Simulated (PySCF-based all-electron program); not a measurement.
**Si3H8, singlet: how the functional moves the forces**

Calculated with an in-house all-electron program built on PySCF, in large uncontracted Gaussian sets near the basis limit; the spin-free Dirac equation, no spin–orbit coupling, spin-restricted. Forces are good to about 0.010 eV/Å. Atoms are numbered as listed.

```json
{"atom": "Si", "x (Å)": "0.0000", "y (Å)": "0.0000", "z (Å)": "0.0000"}
{"atom": "Si", "x (Å)": "1.9436", "y (Å)": "0.0000", "z (Å)": "-1.3209"}
{"atom": "Si", "x (Å)": "-1.9436", "y (Å)": "0.0000", "z (Å)": "-1.3209"}
{"atom": "H", "x (Å)": "0.0000", "y (Å)": "-1.2120", "z (Å)": "0.8838"}
{"atom": "H", "x (Å)": "0.0000", "y (Å)": "1.2120", "z (Å)": "0.8838"}
{"atom": "H", "x (Å)": "3.1729", "y (Å)": "0.0000", "z (Å)": "-0.4665"}
{"atom": "H", "x (Å)": "1.9705", "y (Å)": "1.2138", "z (Å)": "-2.1967"}
{"atom": "H", "x (Å)": "1.9705", "y (Å)": "-1.2138", "z (Å)": "-2.1967"}
{"atom": "H", "x (Å)": "-3.1729", "y (Å)": "0.0000", "z (Å)": "-0.4665"}
{"atom": "H", "x (Å)": "-1.9705", "y (Å)": "-1.2138", "z (Å)": "-2.1967"}
{"atom": "H", "x (Å)": "-1.9705", "y (Å)": "1.2138", "z (Å)": "-2.1967"}
```

PBE forces:

```json
{"atom": "Si1", "Fx": "0.000", "Fy": "0.000", "Fz (eV/Å)": "0.001"}
{"atom": "Si2", "Fx": "0.002", "Fy": "0.000", "Fz (eV/Å)": "-0.009"}
{"atom": "Si3", "Fx": "-0.002", "Fy": "0.000", "Fz (eV/Å)": "-0.009"}
{"atom": "H4", "Fx": "0.000", "Fy": "0.028", "Fz (eV/Å)": "-0.016"}
{"atom": "H5", "Fx": "0.000", "Fy": "-0.028", "Fz (eV/Å)": "-0.016"}
{"atom": "H6", "Fx": "-0.025", "Fy": "0.000", "Fz (eV/Å)": "-0.021"}
{"atom": "H7", "Fx": "0.001", "Fy": "-0.026", "Fz (eV/Å)": "0.023"}
{"atom": "H8", "Fx": "0.001", "Fy": "0.026", "Fz (eV/Å)": "0.023"}
{"atom": "H9", "Fx": "0.024", "Fy": "0.000", "Fz (eV/Å)": "-0.021"}
{"atom": "H10", "Fx": "-0.001", "Fy": "0.026", "Fz (eV/Å)": "0.023"}
{"atom": "H11", "Fx": "-0.001", "Fy": "-0.026", "Fz (eV/Å)": "0.023"}
```

(1) What forces does r2SCAN give?

## Answers

(1) The forces move by 0.159 eV/Å (r.m.s. over the atoms) from PBE.

```csv
atom,Fx,Fy,Fz (eV/Å)
Si1,0.000,0.000,0.093
Si2,0.064,0.000,-0.061
Si3,-0.064,0.000,-0.061
H4,0.000,0.166,-0.121
H5,0.000,-0.166,-0.121
H6,-0.176,0.000,-0.123
H7,-0.005,-0.172,0.130
H8,-0.005,0.172,0.130
H9,0.175,0.000,-0.123
H10,0.005,0.172,0.129
H11,0.005,-0.172,0.129
```
